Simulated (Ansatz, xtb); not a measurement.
# Loss of CH4: C3H6 → C2H2 + CH4

Species: C3H6 (propene) `C=CC`, singlet; C2H2 (acetylene) `C#C`, singlet; CH4 (methane) `C`, singlet. 

Shapes, held fixed at every level: PBE0-D4/def2-TZVP. Programs: Ansatz 0.2.0, xtb 6.7.1. The zero-point and thermal change to 298 K, harmonic and unscaled (PBE0-D4/def2-TZVP), is -14.3 kJ/mol.

**What was measured.** Tabulated heats of formation (Active Thermochemical Tables): C3H6 +20.4; C2H2 +228.3; CH4 -74.5 kJ/mol, which give ΔH(298 K) = +133.4 kJ/mol.

```
               level                   kind  ΔH (kJ/mol)  computed − measured
            GFN0-xTB         semi-empirical        +37.9                -95.5
    SPW92/def2-TZVPP                    LDA       +189.5                +56.1
r2SCAN-D4/def2-TZVPP               meta-GGA       +152.1                +18.7
 B3LYP-D4/def2-TZVPP          global hybrid       +140.4                 +7.0
 BHLYP-D4/def2-TZVPP          global hybrid       +149.7                +16.2
        MP2/def2-SVP    perturbation theory       +139.2                 +5.8
       CCSD/def2-SVP  coupled cluster or CI       +144.5                +11.1
  CCSD(T)/def2-TZVPP  coupled cluster or CI       +134.8                 +1.4
CCSD(T)/CBS estimate  coupled cluster or CI       +135.0                 +1.6
```

Nearest: CCSD(T)/def2-TZVPP (+1.4); farthest: GFN0-xTB (-95.5). 4 of 9 levels lie within 10 kJ/mol. The CBS estimate extrapolates MP2 from def2-TZVPP and def2-QZVPP and adds CCSD(T) − MP2 in the triple-zeta set, cores frozen.
